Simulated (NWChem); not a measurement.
# hydrogen chloride (HCl); SMILES Cl

Program: NWChem. The geometry was optimised at PBE-D3(BJ)/def2-SVP. Computed dipoles belong to the equilibrium geometry; the measured one is vibrationally averaged.

Measured dipole moment: 1.08 D (NIST CCCBDB, as tabulated in the package chemicals).

```csv
level,dipole moment (D),computed − measured
B3LYP/def2-TZVP,1.25,+0.17
PBE/def2-TZVP,1.24,+0.16
"LC-wPBE (HJS exchange hole, range parameter 0.4 per bohr)/def2-TZVP",1.31,+0.23
PBE0/def2-TZVP,1.28,+0.20
LC-BLYP (range parameter 0.33 per bohr)/def2-TZVP,1.31,+0.23
B97-2/def2-TZVP,1.27,+0.19
B97-D/def2-TZVP,1.24,+0.16
LRC-wPBEh/def2-TZVP,1.29,+0.21
CAM-B3LYP/def2-TZVP,1.28,+0.20
MPW1K/def2-TZVP,1.30,+0.22
"LDA (Slater exchange, PW92)/def2-TZVP",1.31,+0.23
```
